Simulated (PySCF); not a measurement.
# Bond curve of Li2

Set-up: PySCF, spin-free X2C with a Gaussian nucleus, basis sets Li jorge-DZP-DKH. Energies in eV from Li + Li in their ground configurations at the same level. State: ¹Σg⁺ (singlet), closed shell.

All columns are MN15.

| R (Å) | E (eV) | HOMO (eV) | LUMO (eV) | Mayer bond order | ⟨S²⟩ |
| --- | --- | --- | --- | --- | --- |
| 2.357 | -1.112 | -4.02 | -1.08 | 0.99 | 0.00 |
| 2.467 | -1.150 | -3.96 | -1.13 | 0.99 | 0.00 |
| 2.576 | -1.159 | -3.89 | -1.20 | 0.98 | 0.00 |
| 2.659 | -1.152 | -3.85 | -1.25 | 0.99 | 0.00 |
| 2.741 | -1.136 | -3.81 | -1.31 | 0.99 | 0.00 |
| 2.823 | -1.113 | -3.77 | -1.38 | 0.99 | 0.00 |
| 2.933 | -1.073 | -3.72 | -1.47 | 0.99 | 0.00 |
| 3.070 | -1.013 | -3.67 | -1.57 | 0.99 | 0.00 |
| 3.234 | -0.932 | -3.61 | -1.68 | 1.00 | 0.00 |
| 3.454 | -0.816 | -3.53 | -1.78 | 1.00 | 0.00 |

Closed-shell solutions of metal pairs were not tested for spin polarisation, which can lower them a little.
